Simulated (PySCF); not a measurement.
Atoms are numbered as in `[F:1][c:2]1[n:3][cH:4][nH:5][n:6]1`; H(Xn) means a hydrogen on atom n.

PySCF 2.14 calculation with GIAO PBE0/pcSseg-1 shieldings and coordinates at the PBE0-D3(BJ)/def2-SVP level; no relativistic terms, one conformer, gas phase.

Scale: ¹³C and ¹H vs TMS; ¹⁹F vs CFCl3; ¹⁵N against NH3 (reference shieldings calculated alike).

```csv
atoms,nucleus,count,Hirshfeld charge,δ (ppm)
C4,¹³C,1,0.06,?
H(C4),¹H,1,0.08,7.67
N5,¹⁵N,1,-0.01,213.7
F1,¹⁹F,1,-0.06,-123.3
C2,¹³C,1,0.16,?
H(N5),¹H,1,0.17,9.07
N3,¹⁵N,1,-0.22,261.2
N6,¹⁵N,1,-0.18,282.2
```

Question: Complete the table.

Answer: 
- C2: 174.4 ppm, aromatic carbon bearing fluorine; the electronegative substituent deshields the carbon that carries it
- C4: 144.0 ppm, aromatic CH between two ring heteroatoms

OH/NH shifts are gas-phase values; hydrogen bonding in solution moves them, usually downfield. Shifts are as computed. Against solution values, carbons near 30 ppm lie about +2 ppm off and those near 130 ppm about +5 ppm. Of 1211 compounds with measured shifts, 218 miss one by over three times the rms of a fit or turn the order of signals round; such compounds aren't used in these exercises. Unscaled 19F shifts against computed CFCl3 carry errors that often reach 10 to 50 ppm. Experimental scales use liquid or dissolved standards, which lie at an offset from isolated NH3 (liquid NH3: subtract about 20 ppm). Unscaled 15N shifts of sp2 nitrogen come out 20 to 40 ppm too high even then.
